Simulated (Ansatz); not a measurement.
**SiBH₅ (SMILES B[SiH3]): single points off equilibrium**

The task here is to estimate one member of a computed series from the others.

Computed with Ansatz 0.2.0, Gaussian basis. Level: single points in def2-TZVPP.

Cores are frozen in the correlated methods.

**The system as given**

SMILES `B[SiH3]`, 7 atoms, charge 0, spin multiplicity 1.

Atoms are counted from 1 here; the program's logs count them from 0.

Bond lengths: B1–Si2 1.907 Å, B1–H3 1.222 Å, B1–H4 1.437 Å, Si2–H5 1.434 Å, Si2–H6 1.401 Å, Si2–H7 1.386 Å. Angles: Si2–B1–H3 128.1°, Si2–B1–H4 128.5°, H3–B1–H4 103.2°, B1–Si2–H5 108.9°, B1–Si2–H6 105.3°, B1–Si2–H7 116.4°, H5–Si2–H6 106.1°, H5–Si2–H7 108.7°, H6–Si2–H7 110.9°.

Geometry (Å):

```mol
BH5Si
  3D, bonds by distance, orders not assigned

  7  6  0  0  0  0  0  0  0  0999 V2000
   -0.1235   -1.0610    0.2439 B   0  0
    0.0465    0.7970   -0.1527 Si  0  0
   -1.1484   -1.7163    0.3641 H   0  0
    0.9129   -2.0487    0.3671 H   0  0
   -0.6978    1.0885   -1.3431 H   0  0
   -0.6133    1.4590    0.8913 H   0  0
    1.3373    1.2784   -0.3057 H   0  0
  1  2  8  0
  1  3  8  0
  1  4  8  0
  2  5  8  0
  2  6  8  0
  2  7  8  0
M  END
```

The first run:

Contents of run/in.yaml:

```yaml
crystal:
  periodic: [false, false, false]
  atoms:
    - {symbol: B, position_ang: [-0.123500, -1.061000, 0.243900]}
    - {symbol: Si, position_ang: [0.046500, 0.797000, -0.152700]}
    - {symbol: H, position_ang: [-1.148400, -1.716300, 0.364100]}
    - {symbol: H, position_ang: [0.912900, -2.048700, 0.367100]}
    - {symbol: H, position_ang: [-0.697800, 1.088500, -1.343100]}
    - {symbol: H, position_ang: [-0.613300, 1.459000, 0.891300]}
    - {symbol: H, position_ang: [1.337300, 1.278400, -0.305700]}
basis:
  gaussian: {orbitals: def2-TZVPP}
correlation: {method: ccsd_t}
output: {forces: true}
```

No record of the launch command was kept for these runs.

Steps of the session up to this table: CCSD(T)/def2-TZVPP; PBE0-D4/def2-TZVPP; wB97M-V/def2-TZVPP; r2SCAN-D4/def2-TZVPP; PBE-D4/def2-TZVPP; wB97X-V/def2-TZVPP; r2SCAN0-D4/def2-TZVPP.

One table of the session follows, with a row left open; its other results are not shown here.

```
    method  RMS force component (eV/Å)  angle to CCSD(T) forces (°)  dipole (D)
   CCSD(T)                       1.510                    reference        0.33
   PBE0-D4                       1.460                          3.9        0.35
   wB97M-V                       1.481                          2.5        0.37
 r2SCAN-D4                           ?                            ?           ?
    PBE-D4                       1.409                          8.0        0.42
   wB97X-V                       1.528                          1.4        0.32
r2SCAN0-D4                       1.490                          2.5        0.35
```

**Question.** Estimate the row for r2SCAN-D4.

The run gave: RMS force component (eV/Å): 1.452; angle to CCSD(T) forces (°): 4.2; dipole (D): 0.40. In the column «RMS force component (eV/Å)» it lies between PBE-D4 (1.409) and PBE0-D4 (1.460).
